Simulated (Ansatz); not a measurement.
# quartet B2(-): levels of theory in one basis

```xyz
2

B     0.0000    0.0000   -0.8179
B     0.0000    0.0000    0.8179
```

Basis set: def2-SVP (spherical functions). Correlated methods keep 2 orbitals frozen. Correlation on ROHF uses semicanonical orbitals with singles. Charge -1, multiplicity 4.

Computed with Ansatz (development build ahead of 0.2.0); each method stands on the lowest determinant of its kind that the runs found.

| method | E − E(ROHF) (eV) | <S²> of the determinant |
| --- | --- | --- |
| ROHF | 0.00 | 3.75 |
| UHF | -0.03 | 3.75 |
| ROHF-MP2 | -2.96 | – |
| UHF-MP2 | -2.97 | 3.75 |
| ROHF-CCSD(T) | -4.25 | – |

Problem. Is a single determinant a sound starting point here?

Solution. Only with care. Unrestricted orbitals gain 0.03 eV and <S²> is 3.75 against 3.75 for a pure state, but several determinants compete.

Caution: no diffuse functions for an anion; the determinant may break the point group.
